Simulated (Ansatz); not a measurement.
What a trial cell of Sr2W relaxes into

Computed with DFT PBE, scalar-relativistic, plane waves, PAW in Ansatz. Cutoff 420 eV, Γ-centred k mesh, Gaussian smearing, no spin polarisation in the final step.

Sr2W was placed on the anti-CaCl2 structure type (Pnnm, No. 58), with W in place of Ca, Sr in place of Cl, at a guessed volume.

```
Sr W
1.0
     6.27044    0.00000    0.00000
     0.00000    6.46137    0.00000
     0.00000    0.00000    4.22049
Sr W
4 2
Direct
  0.22500 0.82500 0.50000
  0.72500 0.67500 0.00000
  0.77500 0.17500 0.50000
  0.27500 0.32500 0.00000
  0.50000 0.50000 0.50000
  0.00000 0.00000 0.00000
```

Cell and atoms relax at zero pressure; the relaxation can't lower the symmetry of the start. After a coarse first stage the cell is made exact in the group found at 0.06 Å.

Formation energies are uncorrected and refer to the elements' standard structures at the same level.

(1) Which crystal results?

(2) What are its volume, energy, density and gap?

## Answers

(1) It keeps Pnnm (No. 58), but not the shape of the type it started on. Conventional cell: a = 8.061 Å, b = 8.151 Å, c = 3.191 Å. Sr is coordinated by 3 W at 3.07–3.17 Å and 2 Sr at 3.19 Å; W has 6 Sr at 3.07–3.17 Å and 2 W at 3.19 Å.

```
Sr W
1.0
     8.06129    0.00000    0.00000
     0.00000    8.15125    0.00000
     0.00000    0.00000    3.19086
Sr W
4 2
Cartesian
  2.2437 6.5735 1.5954
  6.2744 5.6534 0.0000
  5.8175 1.5777 1.5954
  1.7869 2.4979 0.0000
  4.0306 4.0756 1.5954
  0.0000 0.0000 0.0000
```

(2) The volume per atom is 34.94 Å³. The density is 5.69 g/cm³. The energy over the elements is 1.42 eV/atom and the gap on the 6×6×12 mesh is 0 eV (a metal).

The final run used a 6×6×12 mesh on its 6-atom cell and 0.10 eV smearing. For metals, differences of a few meV/atom aren't resolved. Spin–orbit coupling is left out. Symmetry constrained the relaxation, so the result can be a saddle point.

Cost: 4 runs of about 6.5 core-minutes in all, on Arm Neoverse V2 (shared hosts).